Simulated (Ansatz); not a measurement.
The same path of H4O2Si (7 atoms, charge 0, multiplicity 1) was run 3 times with different band settings. The coordinate that changes most is the dihedral O1–Si2–O3–H7.

Method: Ansatz 0.2.0, RKS B3LYP-D4/def2-SVP.

Relaxed end points:

```xyz
7
Properties=species:S:1:pos:R:3
O -1.430 -0.134 0.271
Si 0.121 0.415 0.015
O 1.198 -0.808 -0.330
H -1.883 -0.524 -0.487
H 0.197 1.307 -1.171
H 0.472 1.112 1.279
H 1.386 -1.436 0.377
```

```xyz
7
Properties=species:S:1:pos:R:3
O -1.464 -0.065 0.317
Si 0.126 0.396 0.155
O 1.209 -0.862 0.283
H -1.897 -0.490 -0.432
H 0.315 1.067 -1.169
H 0.400 1.290 1.297
H 1.373 -1.404 -0.496
```

Common settings: movable images 5; climbing image yes; spring 5.0 eV/Å²; start path IDPP; iteration limit 60; end points relaxed.

| run | optimiser | force threshold |
| --- | --- | --- |
| 1 | quadratic models (default) | 0.05 eV/Å |
| 2 | lbfgs | 0.05 eV/Å |
| 3 | quadratic models (default) | 0.2 eV/Å |

Q: What does each run give, and how far can it be trusted?

A: Run 1: converged after 9 iterations, highest image 0.087 eV above the first end. A vibrational analysis at the climbing image gives one clearly imaginary mode, 251i cm⁻¹: a first-order saddle point.
Run 2: converged after 24 iterations, highest image 0.088 eV above the first end. Another band between the same ends (5 images) ends at a top of the same energy, where a vibrational analysis finds 1 clearly imaginary mode.
Run 3: converged after 6 iterations, highest image 0.092 eV above the first end. The threshold of 0.2 eV/Å is loose, so the images may lie well off the minimum-energy path. The order of the stationary point at the top wasn't checked.
